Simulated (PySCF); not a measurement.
**Which determinant of SiH lies lowest?**

Unrestricted PBE0; Si def2-TZVP, H def2-TZVP; no relativity (PySCF 2.14). Outer shells of the fragments: Si 3s2 3p2; H 1s1.

Followed along the bond (rough minima from three points):

| 2Ms+1 | unpaired | ⟨S²⟩ at the start | R at minimum (Å) | Te (eV) |
| --- | --- | --- | --- | --- |
| 2 | π ↑ | 0.76 | 1.53 | 0.00 |
| 4 | σ ↑, π ↑↑ | 3.75 | 1.50 | 1.57 |

Solutions found at the starting distance of 1.435 Å, counted from the lowest of them; the search is not exhaustive and high or unbound solutions are not listed, so other states can lie among these:

| 2Ms+1 | unpaired | term | E (eV) | ⟨S²⟩ | ⟨Lz²⟩ | μ (D) |
| --- | --- | --- | --- | --- | --- | --- |
| 2 | π ↑ | ²Π | 0.00 | 0.76 | 1.01 | 0.37 |
| 4 | σ ↑, π ↑↑ | ⁴Σ⁻ | 1.53 | 3.75 | 0.00 | -0.02 |
| 2 | σ ↑, π ↑↓ | mixed | 2.34 | 1.77 | 2.03 | 0.15 |
| 2 | σ ↓, π ↑↑ | mixed | 2.47 | 1.78 | 0.00 | 0.29 |
| 2 | σ ↑ | mixed | 3.34 | 0.77 | 2.01 | 0.16 |
| 4 | σ ↑↑, π ↑ | ⁴Π | 6.30 | 3.75 | 1.01 | 1.03 |
| 2 | π ↑ | ²Π | 7.03 | 0.80 | 1.01 | -0.15 |

A term symbol is given only where ⟨S²⟩ and ⟨Lz²⟩ are close to those of a pure state; real π, δ and φ orbitals otherwise mix terms. A positive dipole means Si(−)H(+).

Counting both spins, an empty level lies below a filled one in some of these solutions, because spin and occupation are held.
